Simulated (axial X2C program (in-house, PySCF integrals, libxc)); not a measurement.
# MgS at several levels of theory

Computed with an in-house relativistic program for diatomic molecules. Spin-free means the one-electron spin-free X2C Hamiltonian; two-component (2c) means X2C with spin–orbit coupling and atomic mean-field two-electron Coulomb and Gaunt terms, so the difference of the two also holds small scalar two-electron terms. Basis: S dyall-av3z [9s8p3d2f], Mg dyall-cv3z [9s8p6d3f] (cores contracted in-house); Gaussian nuclei, density fitting, unrestricted open shells. Masses: S 31.972 u, Mg 23.985 u.

State, spin-free: M_S = 0, Λ = 0 (closed shell); electrons by block: σα: 8, σβ: 8, π+α: 3, π+β: 3, π-α: 3, π-β: 3. Fragments: S + Mg.

State, 2c: Ω = 0 (closed shell); electrons by block: 1/2: 11, -1/2: 11, 3/2: 3, -3/2: 3. Fragments: S + Mg.

| Hamiltonian | level | Re (Å) | ωe (cm⁻¹) | Be (cm⁻¹) | αe (cm⁻¹) | De (eV) | k (mdyn/Å) | μ (D) |
| --- | --- | --- | --- | --- | --- | --- | --- | --- |
| spin-free | PBE0 | 2.134 | 545.3 | 0.27 | 0.00165 | 2.12 | 2.4 | 7.89 |
| spin-free | HF | 2.133 | 550.2 | 0.2703 | 0.00183 | 0.326 | 2.44 | 9.31 |
| spin-free | MP2 | 2.152 | 555.6 | 0.2656 | 0.0012 | 2.34 | 2.49 | n/a |
| spin-free | CCSD | 2.158 | 517.3 | 0.2641 | 0.00181 | 1.80 | 2.16 | n/a |
| spin-free | CCSD(T) | 2.165 | 519.0 | 0.2625 | 0.00167 | 2.08 | 2.18 | n/a |
| spin-free | r2SCAN | 2.137 | 549.0 | 0.2693 | 0.00157 | 2.37 | 2.43 | 7.74 |
| 2c | r2SCAN | 2.138 | 548.5 | 0.2692 | 0.00158 | 2.37 | 2.43 | 7.73 |

Correlated methods: 8 electrons correlated (number of frozen shells: S 2 s, 1 p; Mg 2 s, 1 p), 242 virtual spin orbitals or spinors in MP2, 90 natural virtuals in coupled cluster.

Dipoles are positive if Mg is the positive end.

One determinant describes the state; a PBE0 search over occupations chose it and may have missed a lower one. The closed shell is kept restricted, so the energy runs too high when the bond is stretched far. Dissociation energies refer to the lowest single-determinant-based atoms at the same level and basis. CCSD and (T) use frozen natural virtuals with an MP2 correction for the truncation; (T) itself is uncorrected, so its De runs slightly low. The 2c atoms are single determinants rather than J levels; their spin–orbit lowering is only partly caught, and De is too large by that part. This holds for r2SCAN. PBE0 can misorder states that lie within some tenths of an eV, so this need not be the ground state of the molecule. The nearest other spin-free determinant of the search, M_S = 1, Λ = 1, lies 0.48 eV up at the distance of the search. Without a current term, density functionals place determinants with orbital angular momentum somewhat too high.

No reliable constants came from CCSD (2c), CCSD(T) (2c), HF (2c), MP2 (2c), PBE0 (2c): no minimum in range, unconverged points, a curve that is not smooth, a change of character along it, or the two Hamiltonians disagreeing along it.

Rough cost a point (2c) on 1 thread(s) of a shared host, integrals apart: r2SCAN 0.6 s.

The whole task took 91 s on 1 thread of AMD EPYC 7B13 (Zen 3), on a shared host.
